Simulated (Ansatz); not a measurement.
Base system: GaSb in the zinc blende structure (space group F-43m, No. 216).

GaSb is taken in the cubic space group F-43m (No. 216), the zinc blende structure, Pearson symbol cF8. Lattice parameters: a = b = c = 6.2141 Å, α = β = γ = 90.00°. Sb on 4c is surrounded by 4 Ga at 2.691 Å (tetrahedral). Ga on 4a is surrounded by 4 Sb at 2.691 Å (tetrahedral). (Neighbours: up to the widest gap in distance over summed covalent radii, below 1.35, at either atom; cation-cation and far metal-metal contacts left out.)
(The calculation used a cell of 2 atoms; values per cell refer to that cell.)

Calculations: DFT with PBE, PAW potentials and a 420 eV plane-wave cutoff in Ansatz (a program for electronic structure), spin-orbit coupling left out, earlier PAW set.

Now apply this change: full substitution Ga → In, then cell and atoms are relaxed.

Measured lattice parameter a: GaSb 6.0959 Å (room temperature; as listed in I. Vurgaftman, J. R. Meyer, L. R. Ram-Mohan, Journal of Applied Physics (2001)); InSb 6.468 Å (static lattice; corrected from measurement; as listed in Daniel Mejia-Rodriguez, S. B. Trickey, Phys. Rev. B (2018)).

Problem. How well does PBE reproduce the measured shift?

Solution. With PBE the lattice parameter a moves by +0.421 Å (6.214 → 6.635) against +0.372 Å measured. The two measured values stand on different bases (one corrected, one not), which blurs small differences.

With Sb present, leaving out spin-orbit coupling can change the band edges. Stability against distortions was not tested. All final runs are without spin polarisation.
